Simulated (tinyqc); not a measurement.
RKS/B3LYP (VWN-RPA form) in the sto-6g basis, for H2O, spin multiplicity 1, step by step. One step of it, computed by the program tinyqc.

Task: Iteration 2: diagonalisation and new density. Diagonalise F' = X^T F X, C = X C', fill 5 alpha and 5 beta electrons from the bottom; D = 2 C_occ C_occ^T. Each column has its largest component positive (the first on a tie).

extrapolated F (hartree), lower triangle:
```
,1O 1s,1O 2s,1O 2px,1O 2py,1O 2pz,2H 1s,3H 1s
1O 1s,-23.813767
1O 2s,-5.352196,-2.891261
1O 2px,0.000000,0.000000,-1.238083
1O 2py,-0.005703,-0.023673,0.000000,-1.262002
1O 2pz,-0.034604,-0.097788,0.000000,-0.005029,-1.243589
2H 1s,-1.000418,-0.865671,0.000000,-0.327562,-0.298014,-0.417503
3H 1s,-0.799112,-0.716961,0.000000,0.272698,-0.256153,-0.243242,-0.284909
```

X:
```
,1,2,3,4,5,6,7
1O 1s,-0.314431,0.122281,0.732437,0.000000,0.619093,-0.015460,0.171340
1O 2s,0.987372,-0.274773,-0.308926,0.000000,0.323466,-0.022038,0.436221
1O 2px,0.000000,0.000000,0.000000,1.000000,0.000000,0.000000,0.000000
1O 2py,0.270356,0.788873,-0.006835,0.000000,-0.009444,0.702581,0.030212
1O 2pz,0.488902,-0.133978,0.660528,0.000000,-0.613524,-0.015668,0.220105
2H 1s,-0.890494,-0.540920,-0.165667,0.000000,-0.139357,0.349308,0.409613
3H 1s,-0.354032,0.903047,-0.188442,0.000000,-0.151657,-0.411456,0.361148
```

Give: F' = X^T F X; orbital energies; coefficients C; D after iteration 2.

Result:

F' = X^T F X (hartree), lower triangle:
```
,1,2,3,4,5,6,7
1,-1.1172
2,0.3763,-0.3939
3,2.3877,-1.1200,-10.7818
4,0.0000,0.0000,0.0000,-1.2381
5,2.2967,-1.1041,-9.9191,0.0000,-11.6289
6,-0.1938,-0.4987,0.3118,0.0000,0.3185,-0.9799
7,0.2093,-0.2482,-4.4223,0.0000,-4.7593,0.0995,-3.1833
```

orbital energies (hartree): MO1 -23.8151, MO2 -1.8131, MO3 -1.2619, MO4 -1.2381, MO5 -1.2285, MO6 -0.0239, MO7 0.0574

coefficients C:
```
,MO1,MO2,MO3,MO4,MO5,MO6,MO7
1O 1s,1.0018,-0.2332,0.0108,0.0000,0.0358,0.0605,0.0016
1O 2s,-0.0087,1.0616,-0.0493,0.0000,-0.1616,-0.5344,0.0038
1O 2px,0.0000,0.0000,0.0000,1.0000,0.0000,0.0000,0.0000
1O 2py,0.0001,0.0480,1.0091,0.0000,-0.0306,-0.0735,0.4039
1O 2pz,0.0007,0.1962,0.0217,0.0000,0.9912,-0.3114,-0.0010
2H 1s,0.0020,-0.0736,-0.0191,0.0000,-0.0113,0.8893,-0.7909
3H 1s,0.0017,-0.0612,0.0239,0.0000,-0.0165,0.6772,0.9143
```

D after iteration 2, lower triangle:
```
,1O 1s,1O 2s,1O 2px,1O 2py,1O 2pz,2H 1s,3H 1s
1O 1s,2.1190
1O 2s,-0.5253,2.3114
1O 2px,0.0000,0.0000,2.0000
1O 2py,-0.0026,0.0123,0.0000,2.0431
1O 2pz,-0.0187,0.0940,0.0000,0.0019,2.0429
2H 1s,0.0370,-0.1507,0.0000,-0.0449,-0.0521,0.0118
3H 1s,0.0313,-0.1270,0.0000,0.0434,-0.0556,0.0085,0.0092
```
